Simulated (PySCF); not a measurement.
# Cl₂ and its ions

PBE0; basis Cl def2-TZVPPD; no relativity; PySCF 2.14. Neutral (UKS): singlet (closed shell), Re = 1.980 Å, ωe = 581 cm⁻¹, De = 2.59 eV, HOMO -8.71 eV, LUMO -3.09 eV.

Cl₂⁺ (UKS): doublet (π ↑), Re = 1.883 Å, ωe = 679 cm⁻¹, De = 4.23 eV to Cl⁺ + Cl. The energies at the minima are -920.09119 hartree for Cl2 and -919.67523 for Cl₂⁺.

Question: Work out the adiabatic ionisation energy, without and with harmonic zero-point energies (1 hartree = 27.2114 eV, 1 eV = 8065.5 cm⁻¹), and the change of the bond length.

Answer: At PBE0: 0.41596 hartree = 11.319 eV between the minima; the zero-point term (679.0 − 581.0)/2 cm⁻¹ = +0.006 eV makes it 11.325 eV. Re changes by -9.7 pm against the neutral. Minus the HOMO energy is 8.71 eV, -2.61 eV from the value between the minima; self-interaction puts the Kohn–Sham level too high, less so with exact exchange. The electron leaves a π orbital, and the shorter bond of the ion fits an antibonding orbital, or a change in how ionic the bond is.

Cl₂⁻ (UKS): doublet (σ ↑), Re = 2.624 Å, ωe = 227 cm⁻¹, De = 1.54 eV to Cl + Cl⁻. The energies at the minima are -920.09119 hartree for Cl2 and -920.18402 for Cl₂⁻.

Question: Work out the adiabatic electron affinity, without and with harmonic zero-point energies (1 hartree = 27.2114 eV, 1 eV = 8065.5 cm⁻¹), and the change of the bond length.

Answer: At PBE0: 0.09283 hartree = 2.526 eV between the minima; the zero-point term (581.0 − 227.0)/2 cm⁻¹ = +0.022 eV makes it 2.548 eV. Re changes by +64.4 pm against the neutral. The electron enters a σ orbital, and the ion is left as a loose complex of an ion and an atom.

States were picked by a PBE0 search and need not be the measured ground states.
